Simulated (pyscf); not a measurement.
PySCF, gas phase, ωB97X-D3(BJ)/def2-SVP geometries. MP2 and CC: frozen core, UHF for open shells. ΔMP2 is the change of the MP2 total energy from the triple- to the quadruple-zeta basis.

### Question
How much does it cost (ΔH, 298 K, CCSD(T)/def2-TZVPP + ΔMP2(QZVPP)) to split `[NH2][Mg][F]` at its F–Mg bond into [H₂N–Mg]• + F•?

### Answer
F–Mg to [H₂N–Mg]• + F•: 142.0 kcal/mol. The radicals are drawn with the spin at the cut bond; how far it spreads was not checked. Other isomers of [H₂N–Mg]• were not searched in full and may lie lower. The CCSD(T) − MP2 part came from Ansatz, without density fitting, on the same reference. The frozen core leaves the outer d or s,p core shells of the metals and heavy elements correlated in the MP2 and CC values, and def2-TZVPP describes them poorly, which can shift differences by a few kcal/mol. Left out: the spin-orbit lowering of F.
